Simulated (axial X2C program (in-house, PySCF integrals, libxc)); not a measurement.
## Photoelectron levels of SiO by EOM-IP-CCSD

Computed with an axial X2C code built on PySCF integrals: two-component X2C with atomic mean-field Coulomb and Gaunt terms, Gaussian nuclei, basis Si dyall-v3z, O dyall-av3z with contracted cores.

R = 1.518 Å (near the PBE0 minimum at charge 0 of the determinant lowest at the starting distance; the state shown can have its own minimum elsewhere).

Hartree–Fock spinors of SiO (one of each Kramers pair; a window near the gap, which can cut inner shells):

| ω | occupied | ε (eV) | character |
| --- | --- | --- | --- |
| 1/2 | yes | -16.60 | 64% O p, 24% Si s, 7% O s |
| 1/2 | yes | -12.85 | 78% O p, 14% Si p, 5% Si d |
| 3/2 | yes | -12.83 | 78% O p, 14% Si p, 5% Si d |
| 1/2 | yes | -11.91 | 34% Si s, 32% Si p, 26% O p |
| 1/2 | no | 0.84 | 71% Si p, 12% O p, 11% Si d |
| 3/2 | no | 0.85 | 71% Si p, 12% O p, 11% Si d |
| 1/2 | no | 2.41 | 60% Si p, 24% O p, 10% Si d |
| 1/2 | no | 3.65 | 90% O p, 6% Si p, 3% Si d |
| 3/2 | no | 3.66 | 90% O p, 6% Si p, 3% Si d |
| 1/2 | no | 3.82 | 61% O p, 18% Si p, 13% O s |

Vertical ionisation energies of SiO to the states of SiO⁺:

| Ω of SiO⁺ | vertical IE (eV) | above lowest (cm⁻¹) | ionised spinor | one-hole weight |
| --- | --- | --- | --- | --- |
| 1/2 | 11.499 | 0 | 40% O pσ, 28% Si pσ, 23% Si sσ | 0.94 |
| 3/2 | 12.008 | 4104 | 77% O pπ, 14% Si pπ | 0.92 |
| 1/2 | 12.025 | 4240 | 77% O pπ, 14% Si pπ | 0.92 |
| 1/2 | 15.127 | 29261 | 47% O pσ, 36% Si sσ, 8% O sσ | 0.89 |

(1) How far does the lowest EOM-IP-CCSD energy lie from the Koopmans value −ε of the highest filled spinor?

(2) Take the first Ω = 1/2 and Ω = 3/2 rows of π character: how far apart are they, and which lies lower?

This point took 6.2 s on 1 thread of Intel(R) Xeon(R) Processor @ 2.30GHz, on a shared host.

Reference electrons by ω block (each with its −ω partner): 1/2: 9, 3/2: 2. 10 electrons of SiO correlated (inner shells frozen), 94 natural virtual spinors (a truncated set); levels can be off by some tenths of an eV. Roots sought by Ω: (1/2: 4, 3/2: 3, 5/2: 1); rows need 60 % one-particle weight and stop where some Ω has no more roots. Missing are any skipped roots, higher Ω and states of a further excitation; these come out far too high here and may in truth be low or lowest. T1 of the reference 0.025 (Lee–Taylor). Number of frozen shells: Si 2 s, 1 p; O 1 s. Large amplitudes in the reference (orbital relaxation or multireference character) lower the reliability.

Results:

(1) 11.499 eV against 11.91 eV, a shift of -0.41 eV: relaxation of the final state lowers the energy and the loss of correlation raises it.

(2) E(3/2) − E(1/2) = 4104 − 4240 = -136 cm⁻¹ at EOM-IP-CCSD: inverted, Ω = 3/2 lower. Splittings at this level can be off by ten to twenty per cent.
